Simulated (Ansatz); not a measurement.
Energy needed to pull apart SiH2OF (SMILES O[SiH]F), doublet, into free ground-state atoms, from the structure below (displaced at random from a GFN2-xTB minimum); no zero-point or spin–orbit terms; open-shell atoms are treated unrestricted, in their ground-state multiplicity.

```
atom    x (Å)    y (Å)    z (Å)
  O1  -0.8533  -0.7436   0.1497
 Si2   0.3753   0.2056   0.5600
  F3   0.1863   1.6162  -0.2393
  H4  -1.3626  -0.6406  -0.7131
  H5   1.5601  -0.2287   0.1795
```

Program: Ansatz 0.2.0. Basis: def2-TZVPP. Cores are frozen in the correlated methods; orbitals are unrestricted.

```csv
method,atomization energy (eV)
PBE-D4,18.17
r2SCAN-D4,18.08
PBE0-D4,17.66
BHLYP-D4,?
CAM-B3LYP-D4,18.10
wB97M-V,?
HF,12.81
MP2,18.11
CCSD,17.16
CCSD(T),17.44
```

Q: What does wB97M-V give? (Judge from chemistry; the value comes from the calculation.)

A: The calculation gives: 17.95 eV, which is about 0.51 eV more than CCSD(T)/def2-TZVPP.

Q: What does BHLYP-D4 give? (Judge from chemistry; the value comes from the calculation.)

A: The calculation gives: 17.17 eV, which is about 0.26 eV less than CCSD(T)/def2-TZVPP.

In triple zeta the MP2 and coupled-cluster atomization energies are still short of their basis limit by a few kcal/mol a bond, whereas those of the functionals are nearly converged, so these differences are not deviations from converged CCSD(T).

T1 diagnostic: at most 0.015. ⟨S²⟩ of the unrestricted Hartree–Fock references: 0.75 (a pure state has 0.75).

For scale, one of the runs: CCSD(T)/def2-TZVPP forces, 132 basis functions (an equivalent command: `ansatz run in.yaml --threads 4`). Time: 2.2 min of wall clock on 4 CPU threads; the host was shared. Peak host memory: 2.8 GiB.
